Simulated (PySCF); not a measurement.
## Electric field gradients and quadrupole coupling constants

Species: F2O2S.
Structure used (PBE0-D3(BJ)/def2-SVP), in Å, numbered top down from 1:
```
atom  x, y, z in Å
O1     0.889   -0.628   -1.060
S2     0.149   -0.085    0.029
O3     0.520   -0.151    1.403
F4    -1.338   -0.588   -0.101
F5    -0.189    1.416   -0.309
```

Field gradients from the PBE0/pcSseg-1 density (PySCF, non-relativistic), principal values in atomic units, ordered |Vxx| ≤ |Vyy| ≤ |Vzz|:

```
atom      Vxx      Vyy      Vzz
  O1  -0.5518  -0.8879   1.4397
  S2   0.4996   0.8336  -1.3333
  O3  -0.5522  -0.8881   1.4403
```

Q: Find the asymmetry η = (Vxx − Vyy)/Vzz and the couplings χ = eQV/h (234.96 MHz × Q in barn × V in au), with Q(17O) = −0.0256 b, Q(33S) = −0.0678 b.

A: 
```
atom      environment  nucleus     η  χzz (MHz)  χxx (MHz)  χyy (MHz)
  O1  sulfonyl oxygen      17O  0.23      -8.66       3.32       5.34
  S2  sulfonyl sulfur      33S  0.25      21.24      -7.96     -13.28
  O3  sulfonyl oxygen      17O  0.23      -8.66       3.32       5.34
```

The tensor is traceless: Vxx + Vyy + Vzz = 0.

Q: What is Vzz at O1 in SI units (1 au = 9.71736 × 10²¹ V/m²)?

A: 1.4397 au = 13.990 × 10²¹ V/m².

Q: And the gradient at the other heavy atoms, for which no coupling is worked out here?

A: 
```
atom            environment  Vzz (au)     η
  F4  sulfur-bound fluorine     2.825  0.07
  F5  sulfur-bound fluorine     2.826  0.07
```

Isolated species at its PBE0-D3(BJ)/def2-SVP geometry, gas phase. These gradients aren't converged with respect to the basis.
